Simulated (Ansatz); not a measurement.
This script drives Ansatz 0.2.0 through its Python package.

`dimer.py`:
```python
'''Binding of a C3H4 dimer at a trial geometry.'''

import ansatz as az

FIRST = [
    ('C', (-1.332, -0.6984, -0.7762)),
    ('C', (-0.4254, -0.1946, -0.2329)),
    ('C', (0.714, 0.3726, 0.4318)),
    ('H', (-2.1573, -1.0527, -1.2852)),
    ('H', (1.2566, 1.0917, -0.212)),
    ('H', (0.4537, 0.8936, 1.3687)),
    ('H', (1.4907, -0.4125, 0.7056)),
]
SECOND = [
    ('C', (4.0364, -1.0119, -0.3862)),
    ('C', (3.7251, -1.593, 0.5815)),
    ('C', (3.3144, -2.3429, 1.7351)),
    ('H', (4.3867, -0.4641, -1.1879)),
    ('H', (4.1621, -2.8732, 2.2107)),
    ('H', (2.8343, -1.7196, 2.5083)),
    ('H', (2.57, -3.1634, 1.4756)),
]

def energy(atoms, ghosts=()):
    molecule = az.Crystal.molecule()
    for symbol, xyz in atoms:
        molecule = molecule.atom(symbol, xyz)
    calc = (
        molecule.calculation()
        .basis(gaussian='def2-SVPD')
        .functional('pbe0')
    )
    deck = calc.input()
    if ghosts:
        deck = deck.set(az.key.basis.gaussian.ghost_atoms, [{'symbol': s, 'position_ang': list(xyz)} for s, xyz in ghosts])
    return az.Session.from_dict(deck).plan().execute().report['free_energy_ev']


def main() -> None:
    # ghost atoms carry the functions of the partner
    both = energy(FIRST + SECOND)
    alone = energy(FIRST) + energy(SECOND)
    ghosted = energy(FIRST, SECOND) + energy(SECOND, FIRST)
    print(f'dimer {both:.6f} eV')
    print(f'interaction, uncorrected   {96.485332 * (both - alone):8.3f} kJ/mol')
    print(f'interaction, counterpoise  {96.485332 * (both - ghosted):8.3f} kJ/mol')
    print(f'basis-set superposition    {96.485332 * (alone - ghosted):8.3f} kJ/mol')


if __name__ == '__main__':
    main()
```

It is started by `python dimer.py`. Estimate its wall time and peak memory on 1 thread of Intel(R) Xeon(R) Platinum 8259CL CPU @ 2.50GHz (Skylake/Cascade Lake) (shared host).

It took about 22 s, with a peak of 0.39 GiB, for 5 runs of the engine.

```console
$ python dimer.py
dimer -6335.748046 eV
interaction, uncorrected     -1.183 kJ/mol
interaction, counterpoise     1.371 kJ/mol
basis-set superposition       2.554 kJ/mol
```

Uncorrected it is -1.183 kJ/mol, with the counterpoise correction 1.371 kJ/mol; the difference, 2.55 kJ/mol, is the superposition error. The sign changes with the correction, so this basis doesn't settle it.

Caveats:
- Total energies depend on the basis set; only differences at equal settings carry meaning.
- The dimer is a generated trial pose of unrelaxed monomers, not a minimum, so the figure is no binding energy, and the basis set is small.
- This level lacks the dispersion part of the attraction (electrostatics and induction are there), which can decide the sign where the interaction is weak.
